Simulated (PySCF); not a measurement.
Z-matrix (Å, degrees):
```
C
O 1 1.3699
H 2 0.9652 1 109.30
H 1 1.0808 2 113.03 3 -174.90
H 1 1.0850 4 120.90 2 -149.26
```
Charge 0, spin multiplicity 2.

Problem. Predict the highest occupied spin orbital, total energy and dipole moment from TPSSh-D3(BJ)/def2-TZVP (PySCF).

Solution. 
```yaml
highest_occupied_spin_orbital: -4.55 eV
total_energy: -115.1145 Ha
dipole_moment: 1.52 D
```
